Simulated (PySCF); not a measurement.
**PH: input and log**

State: ³Σ⁻ (triplet), unpaired electrons π ↑↑.

An equivalent input (the run itself took its basis sets from the Basis Set Exchange, started from a PBE0 density and held the occupation σ 5α 5β, πx 2α 1β, πy 2α 1β):

```python
from pyscf import gto, scf, cc
mol = gto.M(atom='P 0 0 0; H 0 0 1.437', basis={'P': 'aug-cc-pV(D+d)Z', 'H': 'aug-cc-pVDZ'},
            charge=0, spin=2, verbose=4, symmetry='C2v')
mf = scf.UHF(mol)
mf.irrep_nelec = {'A1': (5, 5), 'B1': (2, 1), 'B2': (2, 1)}
mf.conv_tol = 1e-9
mf.max_cycle = 60
mf.diis_space = 10
mf.kernel()
mycc = cc.CCSD(mf, frozen=[[0, 1, 2, 3, 4], [0, 1, 2, 3, 4]])
mycc.run(conv_tol=1e-7, conv_tol_normt=1e-5, max_cycle=80, diis_space=8)
et = mycc.ccsd_t()
```

The SCF ended at -341.28996290 hartree. The coupled-cluster part of the log:

```
******** <class 'pyscf.cc.uccsd.UCCSD'> ********
CC2 = 0
CCSD nocc = (4, 2), nmo = (36, 36)
frozen orbitals [[0, 1, 2, 3, 4], [0, 1, 2, 3, 4]]
max_cycle = 80
direct = 0
conv_tol = 1e-07
conv_tol_normt = 1e-05
diis_space = 8
diis_start_cycle = 0
diis_start_energy_diff = 1e+09
Init t2, MP2 energy = -0.0870580029073786
Init E_corr(UCCSD) = -0.0870580029077229
cycle = 1  E_corr(UCCSD) = -0.104383996739315  dE = -0.0173259938  norm(t1,t2) = 0.0552775
cycle = 2  E_corr(UCCSD) = -0.108881066377258  dE = -0.00449706964  norm(t1,t2) = 0.0227858
cycle = 3  E_corr(UCCSD) = -0.111706853280242  dE = -0.0028257869  norm(t1,t2) = 0.0116123
cycle = 4  E_corr(UCCSD) = -0.111592453322635  dE = 0.000114399958  norm(t1,t2) = 0.00250315
cycle = 5  E_corr(UCCSD) = -0.111606507778911  dE = -1.40544563e-05  norm(t1,t2) = 0.000741383
cycle = 6  E_corr(UCCSD) = -0.111609295182004  dE = -2.78740309e-06  norm(t1,t2) = 0.000258757
cycle = 7  E_corr(UCCSD) = -0.111607780093757  dE = 1.51508825e-06  norm(t1,t2) = 9.67911e-05
cycle = 8  E_corr(UCCSD) = -0.111609126155555  dE = -1.3460618e-06  norm(t1,t2) = 3.24169e-05
cycle = 9  E_corr(UCCSD) = -0.111608653791627  dE = 4.72363928e-07  norm(t1,t2) = 1.28751e-05
cycle = 10  E_corr(UCCSD) = -0.111608604744607  dE = 4.90470194e-08  norm(t1,t2) = 4.42364e-06
UCCSD converged
E(UCCSD) = -341.4015715021263  E_corr = -0.1116086047446071
UCCSD(T) correction = -0.00277168271019057
```

T1 diagnostic 0.017, D1 0.048, 6 electrons correlated.

Repeating this along the bond gives Re = 1.439 Å and ωe = 2340 cm⁻¹.

A point of this curve took 0.85 CPU seconds beside 0.04 for the integrals, on Arm Neoverse V1 (shared host).

Correlated steps freeze 5 core orbitals. The state is the lowest determinant that a PBE0 search found; another state may lie lower at other levels.
